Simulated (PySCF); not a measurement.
Species, as SMILES: C(#C)C.
Geometry (B3LYP-D3(BJ)/def2-TZVP, fixed):
```xyz
7

C     -0.0011    -0.0004     0.2181
C     -0.0068    -0.0029     1.4176
C      0.0060     0.0025    -1.2360
H     -0.0119    -0.0051     2.4795
H      0.0152     1.0232    -1.6237
H      0.8874    -0.5130    -1.6226
H     -0.8790    -0.5002    -1.6311
```

Basis-set convergence of the mean static polarisability at HF with PySCF. All functions are spherical. Density fitting with generated auxiliary sets. No added dispersion term, no relativity. Reference: the value in d-aug-cc-pVTZ, 35.54 bohr³, itself unsure by roughly 0.3 % (its mean distance from aug-pcseg-2, aug-cc-pVTZ). Deviations are taken from unrounded values.

```tsv
basis	functions	mean static polarisability (bohr³)
cc-pVDZ	62	27.77
aug-cc-pVDZ	105	35.03
def2-SVP	62	27.59
def2-SVPD	92	34.09
pcseg-1	62	27.81
aug-pcseg-1	105	35.08
6-311G**	78	28.44
6-311+G**	90	31.05
def2-TZVP	117	32.19
def2-TZVPD	147	35.20
cc-pVTZ	146	31.60
aug-cc-pVTZ	230	35.46
pcseg-2	146	31.96
aug-pcseg-2	230	35.43
def2-TZVPP	149	32.52
def2-TZVPPD	179	35.27
def2-QZVPP	291	33.99
def2-QZVPPD	321	35.47
```

What the diffuse functions change, pair by pair:
- cc-pVDZ to aug-cc-pVDZ: 43 more functions, deviation -21.9 to -1.4 %
- def2-SVP to def2-SVPD: 30 more functions, deviation -22.4 to -4.1 %
- pcseg-1 to aug-pcseg-1: 43 more functions, deviation -21.7 to -1.3 %
- 6-311G** to 6-311+G**: 12 more functions, deviation -20.0 to -12.6 %
- def2-TZVP to def2-TZVPD: 30 more functions, deviation -9.4 to -1.0 %
- cc-pVTZ to aug-cc-pVTZ: 84 more functions, deviation -11.1 to -0.2 %
- pcseg-2 to aug-pcseg-2: 84 more functions, deviation -10.1 to -0.3 %
- def2-TZVPP to def2-TZVPPD: 30 more functions, deviation -8.5 to -0.8 %
- def2-QZVPP to def2-QZVPPD: 30 more functions, deviation -4.4 to -0.2 %

They bring the value nearer the reference by more than 0.3 % in 9 of 9 pairs.
